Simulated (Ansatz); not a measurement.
## Ansatz (development build ahead of 0.2.0) run

```yaml
crystal:
  periodic: [false, false, false]
  atoms:
    - { symbol: C, position_ang: [0.0, 0.0, 0.0] }
    - { symbol: F, position_ang: [1.25273, 0.0, -0.40963] }
    - { symbol: F, position_ang: [-0.62636, 1.08489, -0.40963] }
    - { symbol: F, position_ang: [-0.62636, -1.08489, -0.40963] }
basis:
  gaussian: { orbitals: cc-pVTZ }
magnetization:
  initial_magnetization: 1
hamiltonian:
  xc: hf
correlation:
  method: ccsd_t
  frozen_orbitals: { C: 1, F: 1 }
```

The input is written out in the form of the current development build from the run's settings. Correlation on restricted open-shell orbitals is semicanonical, with singles.

Results

| Item | Value |
| --- | --- |
| Converged | yes |
| Reference energy | -336.26169 hartree |
| CCSD correlation energy | -0.88326 hartree |
| Triples correction | -0.02796 hartree |
| Total energy | -337.17291 hartree |
| Spin squared of the determinant | 0.750 |
